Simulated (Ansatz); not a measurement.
**AlNH3 (quartet): from Hartree-Fock to the top rungs at distance Al1–H4 along a hydrogen transfer = 1.475 Å, cc-pVDZ**

Aim: climb from Hartree-Fock through coupled cluster and multireference methods for AlNH3 (quartet) at one geometry and basis, and see what each rung misses.

The runs use Ansatz 0.2.0, Gaussian basis; cc-pVDZ, correlated electrons: outside noble gas.

Plan: UHF; CCSD(T) on ROHF; CCSD(T) on UHF; BCCD(T) on ROHF; CISD; CCSDT(Q) on ROHF; CCSDT(Q) on UHF; CASSCF and MRCISD+Q, 5 electrons in 5 orbitals; CASSCF and NEVPT2, 5 electrons in 5 orbitals.

## 1. What is computed

The geometry derives from fragments relaxed apart (PBE0/def2-TZVP) and kept rigid, so it is no stationary point. A hydrogen atom is moved between rigid fragments.

5 atoms, charge 0, spin multiplicity 4.

Atoms are counted from 1 here; the program's logs count them from 0.

Bond lengths: Al1–H2 1.586 Å, Al1–H3 1.586 Å, Al1–H4 1.475 Å. Angles: H2–Al1–H3 120.0°, H2–Al1–H4 120.0°, H3–Al1–H4 120.0°.

Coordinates:

```xyz
5
charge 0, multiplicity 4
Al   -0.9621    0.0000    0.0000
H    -1.7550    1.3734    0.0000
H    -1.7550   -1.3734    0.0000
H     0.5129    0.0000    0.0000
N     2.0689    0.0000    0.0000
```

In the tables R marks a restricted open-shell determinant and U an unrestricted one; 'pair' is the active space of 5 electrons in 5 orbitals; correlation energies count from the lowest restricted Hartree-Fock solution.

## 2. UHF

in.yaml

```yaml
crystal:
  periodic: [false, false, false]
  atoms:
    - {symbol: Al, position_ang: [-0.962068, 0.000000, 0.000000]}
    - {symbol: H, position_ang: [-1.754991, 1.373384, 0.000000]}
    - {symbol: H, position_ang: [-1.754991, -1.373384, 0.000000]}
    - {symbol: H, position_ang: [0.512932, 0.000000, 0.000000]}
    - {symbol: N, position_ang: [2.068932, 0.000000, 0.000000]}
basis:
  gaussian: {orbitals: cc-pVDZ}
magnetization: {spin_polarized: true, initial_magnetization: 3}
hamiltonian: {xc: hf}
output: {orbitals: {seedname: orbitals}}
```

Run with:

```sh
$ ansatz run in.yaml --threads 1 --pin off --events-out ev --progress --plain --max-ram 2393MiB
```

After this run come: CCSD(T) on ROHF; CCSD(T) on UHF; BCCD(T) on ROHF; CISD; CCSDT(Q) on ROHF; CCSDT(Q) on UHF; CASSCF and MRCISD+Q, 5 electrons in 5 orbitals; CASSCF and NEVPT2, 5 electrons in 5 orbitals.

**Question.** What will the summary of the whole plan be? Wanted: correlation energy, UCCSDT(Q); RMP2 from UCCSDT(Q); UMP2 from UCCSDT(Q); RCCSD from UCCSDT(Q); RCCSD(T) from UCCSDT(Q); UCCSD(T) from UCCSDT(Q); RCCSDT(Q) from UCCSDT(Q); NEVPT2 pair from UCCSDT(Q); MRCISD+Q pair from UCCSDT(Q).

As calculated:

| quantity | value |
| --- | --- |
| correlation energy, UCCSDT(Q) | -5.6161 eV |
| RMP2 from UCCSDT(Q) | +1227.5 meV |
| UMP2 from UCCSDT(Q) | +1206.8 meV |
| RCCSD from UCCSDT(Q) | +96.9 meV |
| RCCSD(T) from UCCSDT(Q) | +24.2 meV |
| UCCSD(T) from UCCSDT(Q) | +22.6 meV |
| RCCSDT(Q) from UCCSDT(Q) | +1.8 meV |
| NEVPT2 pair from UCCSDT(Q) | +1214.9 meV |
| MRCISD+Q pair from UCCSDT(Q) | +13.3 meV |
| levels of the table within 1 kcal/mol (43 meV) | RCCSD(T), UCCSD(T), BCCD(T), RCCSDT, UCCSDT, RCCSDT(Q), MRCISD+Q pair |
| T1 diagnostic | 0.021 |

**Reading.** RCCSD(T) misses by +24.2 meV, 0.4 % of the correlation energy. Of the multireference levels listed MRCISD+Q pair comes nearest in total energy (+13.3 meV), which doesn't show that its space is the better one. These misses are within one basis, not against nature; the frozen cores of restricted and unrestricted runs differ, which can shift their rows.
